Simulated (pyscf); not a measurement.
Single points on ωB97X-D3(BJ)/def2-SVP structures (PySCF, gas phase).

Problem. For H₂N–SiH(Cl)–Cl (SMILES N[SiH](Cl)Cl) + H₂ (SMILES [H][H]) → H₂N–SiH₂–Cl (SMILES N[SiH2]Cl) + HCl (SMILES Cl), a four-centre exchange (singlet surface; Cl–Si, H–H broken, H–Si, Cl–H formed), PBE/def2-TZVP gives ΔE‡ = 1.96 eV and ΔE = +0.82 eV (zero: the separated reactants). In which direction and how far do B3LYP-D3(BJ)/def2-TZVP, PBE0-D3(BJ)/def2-TZVP, ωB97M-D3(BJ)/def2-TZVP move these?

Solution. B3LYP-D3(BJ): ΔE‡ = 2.20 eV, ΔE = +0.86 eV; PBE0-D3(BJ): ΔE‡ = 2.07 eV, ΔE = +0.86 eV; ωB97M-D3(BJ): ΔE‡ = 2.25 eV, ΔE = +0.85 eV. PBE's barrier lies under all of them, by 0.11 to 0.29 eV. Its reaction energy lies under all of them, by 0.03 to 0.03 eV. On the product side the descent ends in a complex, 0.21 eV under the separated species and 1.56 eV under the saddle at ωB97X-D3(BJ)/def2-TZVP. This is the saddle that the search found; another between the same sides may lie lower.
